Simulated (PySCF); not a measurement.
# AlF+: UHF/cc-pVQZ

We compute a single-point energy of AlF+. 

Program for the calculation: PySCF 2.14.0.

5 further runs of the same task are left out: 5 set aside as unsound or not needed. Runs told in other sessions of the task aren't counted.

## Step 1: The molecule

AlF+ has 2 atoms, charge +1, and is taken as a doublet.

Bond lengths: Al1–F2 1.615 Å.

## Step 2: A single-point energy at UHF/cc-pVQZ

run.py reads:

```python
# AlF
from pyscf import gto, scf

mol = gto.Mole()
mol.atom = 'Al 0.000000 0.000000 0.000000; F 0.000000 0.000000 1.615000'
mol.verbose = 4
mol.spin = 1
mol.max_memory = 2480
mol.charge = 1
mol.basis = 'cc-pvqz'
mol.build()

mf = scf.UHF(mol)
mf.max_cycle = 100
mf.kernel()

e_tot = mf.e_tot
print('E = %.10f Eh' % e_tot)
```

The run is started by

```bash
$ OMP_NUM_THREADS=1 python run.py
```

**Question.** What will come out? Wanted: total energy; HOMO energy; LUMO energy; ⟨S²⟩.

Answer, from the run:

At UHF/cc-pVQZ:

| quantity | value |
| --- | --- |
| total energy | -341.17033 Eh |
| HOMO energy (highest over α and β) | -18.74 eV |
| LUMO energy (lowest over α and β) | -8.10 eV |
| ⟨S²⟩ | 0.751 |
